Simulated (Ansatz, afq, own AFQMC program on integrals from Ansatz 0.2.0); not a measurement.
Two steps: Ansatz 0.2.0 writes the Fock matrix and Cholesky factors of the valence space, and afq projects on them the lowest state that overlaps trial and start.

```yaml
crystal:
  periodic: [false, false, false]
  atoms:
    - {symbol: N, position_ang: [-0.046417, 0.002851, -0.093747]}
    - {symbol: H, position_ang: [1.700568, -0.006822, 0.712308]}
    - {symbol: H, position_ang: [-0.536730, 0.797742, 0.324413]}
    - {symbol: H, position_ang: [-0.518804, -0.830536, 0.266021]}
basis:
  gaussian: {orbitals: "6-31++G**"}
total_charge: -1
magnetization: {spin_polarized: false, initial_magnetization: 1}
correlation: {method: ccsd_t, electrons: outside_noble_gas, hamiltonian_folder: ham}
```

```sh
$ ansatz run in.yaml --threads 1 --pin off --events-out ev --progress --plain --max-ram 1382MiB
```

afq runs on the folder ham with

```
--method phaseless --trial cisd --walkers 60 --populations 1 --least-time 40 --time-step 0.005 --steps-per-block 50 --equilibration-blocks 40 --max-blocks 300 --target-error 0.00072 --factor-cut 1e-05 --start spin_pure --seed 6557 --release-times 0.24,0.51,0.99,1.62,2.4 --release-step 0.03 --release-every 4 --taylor-order 6
```

Times are imaginary, in 1/Eh. The walk had a cap of 1011 s.

afq prints:

```
orbitals 36  electrons 5 4  factors 267 of 348
reference energy -56.03757516 Eh
CCSD correlation -0.23040783 Eh in 16 cycles, weight of the determinant in the CISD state 0.8693
energy of the start -56.267983 Eh
 block  time / (1/Eh)  mean weight  energy / Eh
     1     0.250  0.9991  -56.265763
     2     0.500  0.9987  -56.268423
     3     0.750  1.0011  -56.271897
     4     1.000  0.9974  -56.275276
     5     1.250  1.0039  -56.287786
     7     1.750  0.9991  -56.291184
     9     2.250  1.0016  -56.280816
    11     2.750  0.9999  -56.271721
    21     5.250  0.9994  -56.283588
    31     7.750  0.9990  -56.273894
    41    10.250  1.0006  -56.273463
    51    12.750  1.0013  -56.278828
    61    15.250  0.9991  -56.274290
    71    17.750  1.0014  -56.274975
    81    20.250  1.0021  -56.289911
    91    22.750  0.9990  -56.279773
   101    25.250  0.9990  -56.270460
   111    27.750  1.0006  -56.276896
   121    30.250  1.0000  -56.274972
   131    32.750  1.0003  -56.269261
   141    35.250  1.0023  -56.282464
   151    37.750  0.9969  -56.270003
   161    40.250  0.9990  -56.264890
   171    42.750  1.0023  -56.269675
   181    45.250  1.0007  -56.271328
   191    47.750  1.0008  -56.280103
   196    49.000  0.9995  -56.295406
   201    50.250  1.0013  -56.286398
   211    52.750  1.0010  -56.272920
   216    54.000  1.0036  -56.269693
blocks merged  error / Eh  count
     1  0.000505  180
     2  0.000621  90
     4  0.000658  45
     8  0.000639  22
    16  0.000724  11
released: time / (1/Eh)  energy / Eh  error  mean overlap
  0.24  -56.276787  0.000810  0.9907
  0.51  -56.276297  0.000561  0.9938
  0.99  -56.277680  0.001010  0.9915
  1.62  -56.277201  0.000863  1.0079
  2.40  -56.276955  0.001209  1.0202
energy -56.276717 +/- 0.000658 Eh
(rows thinned)
```

The run passed its tests (sampling time, drift between the halves within three errors, error under three times the target), which doesn't prove that it has relaxed.

Against this walk (error 17.9 meV) on the same determinant: CCSD(T) 33.7 meV higher (within the noise), CCSDT(Q) 6.9 meV lower (within the noise). The error is statistical and leaves out the bias of the constraint. Released to 2.40 1/Eh the energy moves by -6 ± 37 meV (both errors), within twice the noise.

Cautions: constraint bias not in the error; higher spins were not checked; raised T1 diagnostic (T1 0.043, weight of the determinant 0.87, largest double 0.07); the bias of populations of 60 walkers isn't removed.

The walk took 4.4 min on 1 thread of Arm Neoverse V1, on a shared host. The log's last line is the phaseless energy.

CCSDT and higher add their correlation energy to the determinant of the CCSD(T) run, since their own runs factorise the integrals more tightly (a shift of under 2 meV). A walk keeps the symmetry of its determinant, which the program's search chose and which needn't be the lowest solution, so a lower state of the same spin and another symmetry isn't excluded.
